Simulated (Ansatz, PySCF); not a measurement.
System: C4H5, charge -1, multiplicity 1. It need not be the lowest isomer of its formula. Whether it binds its extra electron was not tested at this geometry. 
Geometry from a B3LYP-D3(BJ)/def2-TZVP (Ansatz, an electronic-structure program) optimisation:
```xyz
9

C     -0.0620    -0.1290     0.2436
C     -0.0084    -0.7861    -0.9630
C     -0.0104     0.7351    -0.9720
C     -0.0339    -0.0222     1.5971
H      0.7777    -1.4357    -1.3363
H      0.9044     1.3404    -1.0780
H     -0.8927     1.2693    -1.3448
H      0.0792    -0.8946     2.2365
H     -0.1807     0.9340     2.0886
```
Charge -1, spin multiplicity 1.

Total electronic energies in hartree. Cores are frozen in the correlated levels unless marked. Spin-orbit coupling is left out. No relativistic terms. 

```
level                           program  energy (Eh)
-----------------------  --------------  -----------
HF/STO-3G                        Ansatz   -152.19871
HF/6-31G                         Ansatz   -154.14529
HF-D3(BJ)/def2-TZVPD      PySCF + dftd3   -154.33958
RI-HF/cc-pVQZ                    Ansatz   -154.29591
revPBE-D4/def2-TZVPD     Ansatz + dftd4   -155.36826
B97M-V/def2-TZVPD                Ansatz   -155.38948
B3LYP-D3(BJ)/def2-TZVPD  Ansatz + dftd3   -155.39996
B3LYP-D4/def2-TZVPD      Ansatz + dftd4   -155.40090
B3LYP/def2-TZVPD                 Ansatz   -155.39047
PBE0-D4/def2-TZVPD       Ansatz + dftd4   -155.19440
BHLYP-D4/def2-TZVPD      Ansatz + dftd4   -155.27955
BHLYP/def2-TZVPD                 Ansatz   -155.27241
SCS-MP2/STO-3G                   Ansatz   -152.42849
CCSD(T)/cc-pVTZ                  Ansatz   -155.01707
```

Totals of different functionals don't rank their quality; only differences between species are comparable.
